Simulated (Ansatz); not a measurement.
What does this script print? It uses the Python package of Ansatz (0.2.0).

The script, `states_c2hn.py`:
```python
# -*- coding: utf-8 -*-
"""Does a wider search find a lower mean-field state of C2HN?"""

import logging
import sys

import ansatz as az
import numpy as np

logging.basicConfig(stream=sys.stdout, format="%(name)s: %(message)s")
log = logging.getLogger("run")
log.setLevel(logging.INFO)


def main():
    geometry_ang = [
        ("C", [-0.8654, 0.4233, 0.0444]),
        ("C", [0.5295, 0.0979, -0.2538]),
        ("N", [1.6327, -0.1594, -0.4897]),
        ("H", [-1.2968, -0.3618, 0.699]),
    ]
    molecule = az.Crystal.molecule()
    for symbol, xyz in geometry_ang:
        molecule = molecule.atom(symbol, xyz)
    symbols = [site.symbol for site in molecule.cartesian_sites]

    start = np.array([site.position_ang for site in molecule.cartesian_sites])
    for factor in [1.0, 1.25, 1.6]:
        xyz = (start - start.mean(axis=0)) * factor
        scaled = az.Crystal.molecule()
        for symbol, place in zip(symbols, xyz):
            scaled = scaled.atom(symbol, place.tolist())
        setup = scaled.calculation().basis(gaussian="cc-pVDZ").functional("pbe0").spin("collinear", total=2)
        for search in ("off", "standard"):
            try:
                summary = setup.scf(lower_state_search=search).run(threads=1).report
            except az.AnsatzError as error:
                log.info(f"x{factor} search {search}: {type(error).__name__}")
                continue
            state = summary["mean_field"]["state"]
            log.info(f"all distances x{factor}, search {search:8s} E = {summary['free_energy_ev']:.5f} eV  <S^2> = {abs(state['spin_squared']):.3f}  other states met: {len(summary['mean_field']['others'])}")


if __name__ == "__main__":
    main()
```

`python states_c2hn.py` gives:
```text
run: all distances x1.0, search off      E = -3571.51498 eV  <S^2> = 2.033  other states met: 0
run: all distances x1.0, search standard E = -3571.51498 eV  <S^2> = 2.033  other states met: 0
run: all distances x1.25, search off      E = -3566.28629 eV  <S^2> = 2.255  other states met: 0
run: all distances x1.25, search standard E = -3566.28629 eV  <S^2> = 2.255  other states met: 0
run: all distances x1.6, search off      E = -3558.73328 eV  <S^2> = 2.843  other states met: 0
run: all distances x1.6, search standard E = -3558.73328 eV  <S^2> = 2.843  other states met: 11
```

Total energies depend on the basis set; only differences at equal settings carry meaning. The count of other states can hold repeated and symmetry-equivalent ends of the search; scaling all distances is a test, and for more than two atoms no physical path. The structure is a rough, unrelaxed start. The run takes the species as open-shell (spin multiplicity 3), which needn't be its ground state. The expectation value of S² is noticeably off S(S+1) in at least one run, so that state is spin-contaminated. The whole script took 14 s on 1 thread of Arm Neoverse V2 (shared host), peak memory 0.18 GiB.
